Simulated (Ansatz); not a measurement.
Total energies of `C/C=C/Cl`.

```tsv
atom	x (Å)	y (Å)	z (Å)
C1	1.035	0.019	-0.601
C2	-0.126	0.433	0.235
C3	-1.134	-0.371	0.529
Cl4	-2.477	0.108	1.496
H5	1.124	0.655	-1.487
H6	0.944	-1.017	-0.932
H7	1.972	0.119	-0.044
H8	-0.138	1.450	0.618
H9	-1.199	-1.397	0.187
```

Charge 0, multiplicity 1. The structure was optimised at the PBE0-D4/def2-TZVP level. Basis def2-TZVPP, Ansatz 0.2.0.

| functional | energy without D4 (Eh) | D4 term (kJ/mol) |
| --- | --- | --- |
| LDA (SPW92) | -574.96658 | – |
| PBE | -577.21433 | -15.0 |
| revPBE | -577.44760 | -51.7 |
| BLYP | -577.50178 | -33.9 |
| r2SCAN | -577.45921 | -3.7 |
| B97M-V | -577.44867 | – |
| PBE0 | -577.26707 | -12.5 |
| B3LYP | -577.58656 | -24.1 |
| r2SCANh | -577.45289 | -3.9 |
| HSE06 (plane-wave form) | -577.25216 | -11.5 |
| BHLYP | -577.48781 | -17.0 |
| CAM-B3LYP | -577.50866 | -12.5 |
| ωB97M-V | -577.47814 | – |
| B2PLYP | -577.32318 | – |

(1) Give the same for r2SCAN0, LC-ωPBE, ωB97X-V, PBE-QIDH. (An estimate is asked.)

B3LYP takes the VWN-RPA correlation (the form of Gaussian; ORCA's B3LYP/G). HSE06 is the plane-wave form, built on full-range PBE exchange. The double hybrids freeze the cores in their second-order part.

Results:

(1) The calculation gave: 
```
functional  energy without D4 (Eh)  D4 term (kJ/mol)
   r2SCAN0              -577.44425              -4.3
   LC-ωPBE              -577.35891                 –
   ωB97X-V              -577.46046                 –
  PBE-QIDH              -577.16430                 –
```

LC-ωPBE has ω = 0.4 bohr⁻¹.
